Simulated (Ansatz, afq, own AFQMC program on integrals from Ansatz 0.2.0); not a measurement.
**Where AFQMC and coupled cluster stand for B₂H₅, doublet**

```xyz
7

B    -1.3317    0.0000    0.0000
H    -1.9284    1.0336    0.0000
H    -1.9284   -1.0336    0.0000
H    -0.1382    0.0000    0.0000
B     1.3563    0.0000    0.0000
H     1.8654    0.0000    1.0770
H     1.8654    0.0000   -1.0770
```

Basis cc-pVDZ. Only valence electrons are correlated. Ansatz 0.2.0 and our own AFQMC program on the same integrals; the CISD trial comes from CCSD amplitudes, and released means the phaseless constraint is let go. ± is one standard error of the sampling.

Determinant: UHF, the one that the program's search chose, which needn't be the lowest solution. The geometry is a point of a scan.

No full CI on the walks' own integrals is used here; CCSDT(Q) serves as the reference and is uncertain by about the last step of the cluster series.

The T1 diagnostic is 0.0109, the weight of the determinant in the CISD state is 0.893 and the ⟨S²⟩ of the determinant is 0.767. The size of the correlated space is 11 electrons in 51 orbitals.

```csv
level,correlation energy (eV)
MP2,-4.7067
CCSD,-5.9008
CCSD(T),-6.0143
```

Task: Estimate where AFQMC with the constraint released lies against CCSD(T) on the same integrals.

Result: 1.15 ± 0.09 mEh below CCSD(T).

Reference: CCSDT(Q), correlation energy -6.043 eV. The released energy is read at 2.40 1/Eh (meV from the phaseless value at times in 1/Eh: -2.4 ± 1.7 at 0.24, -3.1 ± 1.6 at 0.51, -9.6 ± 1.8 at 0.99, -9.5 ± 1.8 at 1.62, -8.4 ± 2.4 at 2.40).

```json
{"level": "CCSD(T)", "E − E(reference) (mEh)": "1.06", "share of correlation (%)": "99.52"}
{"level": "CCSDT", "E − E(reference) (mEh)": "0.13", "share of correlation (%)": "99.94"}
{"level": "ph-AFQMC/CISD", "E − E(reference) (mEh)": "0.21 ± 0.07", "share of correlation (%)": "99.90"}
{"level": "released AFQMC", "E − E(reference) (mEh)": "-0.09 ± 0.09", "share of correlation (%)": "100.04"}
```

A walk keeps the symmetry of its determinant, which the program's search chose and which needn't be the lowest solution, so a lower state of the same spin and another symmetry isn't excluded. Released energies are given only where the last usable release times agree within the noise; a slower fall can still hide under it.
